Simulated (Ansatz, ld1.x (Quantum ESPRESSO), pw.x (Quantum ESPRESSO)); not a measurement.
lithium: one change to the RRKJ potential, in the atom and in the fcc crystal

| Property | Result |
| --- | --- |
| Element | lithium (Li) |
| Generator | ld1.x (Quantum ESPRESSO) 7.5 |
| Type | norm-conserving RRKJ (Kleinman–Bylander form) |
| Functional | PBEsol |
| Relativity | scalar-relativistic |
| Frozen core | [He] |
| Valence charge | 1 |
| Reference configuration | 2s1 2p0 |
| Partial waves | 2p (bound, empty): rc 4.20 bohr; 3d channel at 0.4 Ry: rc 3.40 bohr; 2s (bound): rc 2.00 bohr |
| Local potential | the s channel |
| Core correction | Bessel-smoothed model core, default radius (core density twice the valence density) |

Change: all radii but the core radius scaled by about 1.05 (s 2.10, p 4.40, d 3.56 bohr).

Cutoffs, loose and tight: the cutoffs (Ry, on a coarse ladder) from which the occupation-weighted sum of valence levels, in a spherical-Bessel basis at the reference potential, stays within 10 and 1 mRy of its value at 400 Ry. They do not see the model core or the augmentation charge, which bear on the density cutoff. Test errors are all-electron minus pseudo excitation energies from the reference, over the configurations 2s0.5 2p0; 2s0 2p1; variants that change the core or the reference have their own tests.

Crystal test: fcc Li in pw.x 7.5, no spin, 13³ k-points, Fermi–Dirac smearing 0.01 Ry, cutoffs set for each file from its atomic test. The reference is all-electron LAPW (Ansatz 0.2.0) with the same functional, mesh and smearing; V0 and B0 come from Birch–Murnaghan fits to the pressures at five volumes. Errors are pseudo minus all-electron; Δ is the rms difference of the E(V) curves that follow from these fits, minima aligned, over ±6 % about the mean V0. Mesh and smearing are coarse, so the numbers serve the comparison and aren't converged zero-temperature values; the lattice is a test structure that the element need not adopt.

All-electron: a0 = 4.327 Å (V0 = 20.25 Å³/atom), B0 = 13.5 GPa.

Task: Does the change bring the crystal closer to the all-electron result?

Result: The mean pressure error goes from -0.71 to -0.93 GPa, so the change moves the solid further from the all-electron pressures. Neither pressure curve crosses zero within the volumes sampled, so no fits are given.

```json
{"quantity": "outcome (atom)", "base": "generated", "changed": "generated"}
{"quantity": "cutoff, loose (atom)", "base": "6 Ry", "changed": "6 Ry"}
{"quantity": "cutoff, tight (atom)", "base": "6 Ry", "changed": "6 Ry"}
{"quantity": "bound ghosts (atom)", "base": "none", "changed": "none"}
{"quantity": "largest test error (meV) (atom)", "base": "-8.6", "changed": "-10"}
{"quantity": "cutoffs in pw.x (Ry)", "base": "50/200", "changed": "50/200"}
{"quantity": "mean pressure error (GPa)", "base": "-0.71", "changed": "-0.93"}
```

Base: The largest radius (4.20 bohr) exceeds half the bond length (2.89 bohr), so the spheres overlap, which is one possible source of error among others. This is a poor potential for the solid. Changed file: The largest radius (4.40 bohr) exceeds half the bond length (2.89 bohr), so the spheres overlap, which is one possible source of error among others. This is a poor potential for the solid. The atomic cutoffs weigh occupied waves only.
